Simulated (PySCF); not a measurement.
# P₂H₂: singlet, from a linear X-M-M-X start

Aim: relax P₂H₂ as a singlet from a linear X-M-M-X start, check by its vibrations whether the end is a minimum, and collect its spectrum and constants.

Computed with PySCF 2.14.0. Level: PBE0, basis P def2-TZVP, H def2-TZVP, no relativity, density fitting.

## Step 1: Where the work starts

4 atoms, charge 0, spin multiplicity 1.

Bond lengths: P1–P2 2.220 Å, P1–H3 1.430 Å, P2–H4 1.430 Å. Angles: P2–P1–H3 180.0°, P1–P2–H4 180.0°.

```xyz
4
charge 0 multiplicity 1
P     0.0000    0.0000    1.1100
P     0.0000    0.0000   -1.1100
H     0.0000    0.0000    2.5400
H     0.0000    0.0000   -2.5400
```

## Step 2: Finding the electronic state

The steps below are one call of a driver around PySCF. For each, scf.py gives the equivalent set-up of the SCF; relaxations use the driver's own optimiser. After this first run the driver tries any further starts and a stability analysis.

scf.py reads:

```python
from pyscf import gto, scf, dft
mol = gto.M(atom='''
P      0.000000     0.000000     1.110000
P      0.000000     0.000000    -1.110000
H      0.000000     0.000000     2.540000
H      0.000000     0.000000    -2.540000''',
    basis={'P': 'def2-TZVP', 'H': 'def2-TZVP'},
    charge=0, spin=0)
mf = dft.RKS(mol, xc='PBE0')
mf.grids.atom_grid = (50, 194)
aux = {'P': 'def2-universal-JKFIT', 'H': 'def2-universal-JKFIT'}
mf = mf.density_fit(auxbasis=aux)
mf.conv_tol = 1e-08
mf.diis_space = 10
mf.max_cycle = 60
mf.init_guess = 'minao'
mf.verbose = 4
mf.kernel()
```

The run is started by

```bash
OMP_NUM_THREADS=2 python axn.py task.json out
```

The runs that follow: Relaxation: linear X-M-M-X start, singlet; Frequencies; Leaving the saddle point; Frequencies.

Q: Predict the outcome of this session. Wanted: minimum; geometry; wavenumbers; dipole moment; highest occupied, lowest empty level; polar-tensor charge of P1; zero-point energy; atomisation energy.

**Answer**, as computed:

| quantity | value |
| --- | --- |
| minimum | singlet, C2v |
| geometry | P–H 1.424 Å (×2), P–P 2.025 Å; H–P–P 99.4° (×2) |
| wavenumbers (cm⁻¹) | 632 (a1), 706 (a2), 743 (a1), 841 (b2), 2368 (b2), 2394 (a1) |
| dipole moment | 1.20 D |
| highest occupied, lowest empty level | -7.83, -2.92 eV |
| polar-tensor charge of P1 | +0.07 e |
| zero-point energy | 46.0 kJ/mol |
| entropy at 298.15 K | 249.0 J/(mol K) |
| atomisation energy (no zero-point energy) | 949 kJ/mol |

From D∞h at the start the molecule goes to a C2v minimum, after a stop at a second-order saddle point 401.0 kJ/mol higher, from which it was pushed off along an imaginary mode. The strongest infrared band lies at 2394 cm⁻¹ (a1). Only this shape and spin were tried, so other structures or states may lie lower.
